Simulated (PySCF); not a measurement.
System: C₄H₃N₂, charge 0, multiplicity 2. It need not be the lowest isomer of its formula. SMILES: [c]1nccnc1
Geometry from a B3LYP-D3(BJ)/def2-TZVP (Ansatz) optimisation:
```xyz
9

C      0.9058    -1.0165    -0.0294
C      1.3400     0.3104    -0.0650
N      0.4288     1.2779    -0.0348
C     -0.8580     0.9288     0.0282
C     -1.2596    -0.3985     0.0623
N     -0.3238    -1.3601     0.0309
H      2.3832     0.5905    -0.1160
H     -1.5871     1.7302     0.0521
H     -2.3009    -0.6904     0.1134
```
Charge 0, spin multiplicity 2.

Dispersion corrections to the total energy (kcal/mol) from the dftd3 and dftd4 libraries through PySCF: D3(BJ) without and D4 with the three-body term, each with the damping fitted for the functional named.

```csv
functional,D3(BJ),D4
PBE,-5.16,-5.16
PW6B95,-2.41,-4.60
TPSS,-6.44,-7.01
BHLYP,-6.93,-5.77
TPSSh,-5.86,?
PBE0,-4.37,?
B2PLYP,-4.07,?
```

### Question
Fill in the missing entries.

### Answer

- TPSSh, D4: -6.33
- PBE0, D4: -4.27
- B2PLYP, D4: -3.58
